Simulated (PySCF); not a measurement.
# HN2 (Protonated Nitrogen Molecule): the cost of one run

Programs: PySCF 2.14.0, with density-fitted response routines of our own. Each step states its level of theory. These are calculated values for one molecule, in the gas phase or a continuum, unless marked as measured. Atoms are numbered from 0 throughout.

### 1 The starting structure

3 atoms, charge 1, multiplicity 1; geometry from: GFN2-xTB. The atoms were then displaced at random by about 0.01 Å, so the start is not that level's minimum.

Bonds of the start (Å): N0–N1 1.10, N1–H2 1.04.

### 2 Geometry optimisation at PBE0-D3(BJ)/def2-SVP

Job settings and geometry (Å):

```
{"job": {"xc": "PBE0", "basis": "def2-SVP", "d3": "d3bj", "grid": 1, "shake": 0.01, "kind": "geom"}, "charge": 1, "multiplicity": 1}
N      1.082580     0.183430    -0.002180
N     -0.018290     0.096410    -0.006260
H     -1.058270    -0.004370    -0.010730
```

Command:

```console
$ OMP_NUM_THREADS=1 python probes_run.py task.json out
```

The driver reads the jobs from task.json and runs them one after another.

**Question.** How long does this first job take on 1 thread of Arm Neoverse N1, shared host?

About 2.7 s.
